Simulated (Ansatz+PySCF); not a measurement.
Results of a calculation; reference values are marked as such.
Input for Ansatz (development build ahead of 0.2.0):

```yaml
crystal:
  periodic: [false, false, false]
  atoms:
    - { symbol: C, position_ang: [0.0, 0.0, -0.78663] }
    - { symbol: C, position_ang: [0.0, 0.59648, 0.45809] }
    - { symbol: C, position_ang: [0.0, -0.59648, 0.45809] }
    - { symbol: H, position_ang: [0.84521, 0.0, -1.34672] }
    - { symbol: H, position_ang: [-0.84521, 0.0, -1.34672] }
    - { symbol: H, position_ang: [0.0, 1.46251, 0.95808] }
    - { symbol: H, position_ang: [0.0, -1.46251, 0.95808] }
basis:
  gaussian: { orbitals: def2-SVP }
magnetization:
  spin_polarized: true
hamiltonian:
  xc: hf
correlation:
  method: mp2
  frozen_orbitals: { C: 1, H: 0 }
```

The input is written out in the form of the current development build from the run's settings.

Output:

- Converged: yes
- Reference energy: -115.69184 hartree
- Correlation energy: -0.38939 hartree
- Total energy: -116.08123 hartree
- Spin squared of the determinant: 0.000
- Stability test: minimum
- Occupied orbitals by symmetry in an Abelian subgroup (alpha; beta): 6 A1 2 B1 3 B2; 6 A1 2 B1 3 B2
